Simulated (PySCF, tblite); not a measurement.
Breaking a bond: SMILES S. The S1–H3 bond (S1 also carries H; H3 carries nothing else) is varied alone, starting from the PBE0/def2-TZVP optimised geometry.

GFN2-xTB, 300 K electronic temperature (tblite); UCCSD(T) = CCSD(T) on UHF/cc-pVTZ, 5 core orbitals frozen in PySCF 2.14.0.

Energies relative to the lowest point of each curve near equilibrium, in kcal/mol; the last columns give the difference from UCCSD(T):

```json
[
 {"R / Å": "0.99", "GFN2-xTB": "68.5", "UCCSD(T)": "74.7", "GFN2-xTB − UCCSD(T)": "-6.2"},
 {"R / Å": "1.08", "GFN2-xTB": "28.3", "UCCSD(T)": "34.2", "GFN2-xTB − UCCSD(T)": "-5.9"},
 {"R / Å": "1.15", "GFN2-xTB": "12.0", "UCCSD(T)": "15.9", "GFN2-xTB − UCCSD(T)": "-3.9"},
 {"R / Å": "1.22", "GFN2-xTB": "3.7", "UCCSD(T)": "5.6", "GFN2-xTB − UCCSD(T)": "-1.9"},
 {"R / Å": "1.26", "GFN2-xTB": "1.3", "UCCSD(T)": "2.3", "GFN2-xTB − UCCSD(T)": "-1.0"},
 {"R / Å": "1.31", "GFN2-xTB": "0.0", "UCCSD(T)": "0.3", "GFN2-xTB − UCCSD(T)": "-0.3"},
 {"R / Å": "1.34", "GFN2-xTB": "0.0", "UCCSD(T)": "0.0", "GFN2-xTB − UCCSD(T)": "0.0"},
 {"R / Å": "1.39", "GFN2-xTB": "0.8", "UCCSD(T)": "0.7", "GFN2-xTB − UCCSD(T)": "0.2"},
 {"R / Å": "1.42", "GFN2-xTB": "1.8", "UCCSD(T)": "1.7", "GFN2-xTB − UCCSD(T)": "0.1"},
 {"R / Å": "1.47", "GFN2-xTB": "3.9", "UCCSD(T)": "4.1", "GFN2-xTB − UCCSD(T)": "-0.2"},
 {"R / Å": "1.56", "GFN2-xTB": "8.9", "UCCSD(T)": "10.3", "GFN2-xTB − UCCSD(T)": "-1.4"},
 {"R / Å": "1.67", "GFN2-xTB": "16.3", "UCCSD(T)": "19.5", "GFN2-xTB − UCCSD(T)": "-3.2"},
 {"R / Å": "1.80", "GFN2-xTB": "25.8", "UCCSD(T)": "31.4", "GFN2-xTB − UCCSD(T)": "-5.5"},
 {"R / Å": "1.99", "GFN2-xTB": "40.1", "UCCSD(T)": "48.7", "GFN2-xTB − UCCSD(T)": "-8.6"},
 {"R / Å": "2.22", "GFN2-xTB": "56.2", "UCCSD(T)": "66.8", "GFN2-xTB − UCCSD(T)": "-10.6"},
 {"R / Å": "2.39", "GFN2-xTB": "66.5", "UCCSD(T)": "77.3", "GFN2-xTB − UCCSD(T)": "-10.7"},
 {"R / Å": "2.66", "GFN2-xTB": "79.5", "UCCSD(T)": "87.2", "GFN2-xTB − UCCSD(T)": "-7.7"},
 {"R / Å": "2.99", "GFN2-xTB": "89.4", "UCCSD(T)": "91.4", "GFN2-xTB − UCCSD(T)": "-2.0"},
 {"R / Å": "3.26", "GFN2-xTB": "93.9", "UCCSD(T)": "92.4", "GFN2-xTB − UCCSD(T)": "1.5"},
 {"R / Å": "3.61", "GFN2-xTB": "97.0", "UCCSD(T)": "92.9", "GFN2-xTB − UCCSD(T)": "4.1"},
 {"R / Å": "4.01", "GFN2-xTB": "98.3", "UCCSD(T)": "93.1", "GFN2-xTB − UCCSD(T)": "5.3"},
 {"R / Å": "4.70", "GFN2-xTB": "98.7", "UCCSD(T)": "93.2", "GFN2-xTB − UCCSD(T)": "5.5"}
]
```

GFN2-xTB is furthest from UCCSD(T) at 2.39 (-10.7 kcal/mol, below); its mean absolute difference over the points is 3.9 kcal/mol.

The unrestricted determinant behind UCCSD(T) is spin-contaminated at 1.80 to 4.70 Å (<S²> up to 1.0, against 0.00 for a pure singlet).
